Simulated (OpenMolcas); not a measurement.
## A ladder of methods for CH4OSi (SMILES CO[SiH])

The species is CH4OSi (7 atoms), meant as a singlet with charge 0. SMILES: `CO[SiH]`. The shape is that of a PBE0-D4/def2-TZVP optimisation. This is one conformer, not always the lowest.

```xyz
7

C    -0.5124    0.4855   -0.3385
O    -0.4432   -0.4465    0.7176
Si    0.7969   -1.3873    1.2299
H    -1.2964    0.1808   -1.0355
H     0.4438    0.5475   -0.8687
H    -0.7693    1.4675    0.0654
H     1.8417   -0.9156    0.1841
```

Each level gives the dipole moment (D). The values are calculated.

```
             level             kind     program  value (D)
    HF/aug-cc-pVDZ     Hartree–Fock  OpenMolcas       1.75
 SVWN5/aug-cc-pVDZ              LDA  OpenMolcas       1.76
  BLYP/aug-cc-pVDZ              GGA  OpenMolcas       1.63
   PBE/aug-cc-pVDZ              GGA  OpenMolcas       1.72
revPBE/aug-cc-pVDZ              GGA  OpenMolcas       1.72
 M06-L/aug-cc-pVDZ         meta-GGA  OpenMolcas       1.70
  TPSS/aug-cc-pVDZ         meta-GGA  OpenMolcas       1.79
M06-2X/aug-cc-pVDZ  hybrid meta-GGA  OpenMolcas       1.57
```

The values span 1.57 to 1.79 D. Magnitudes only.
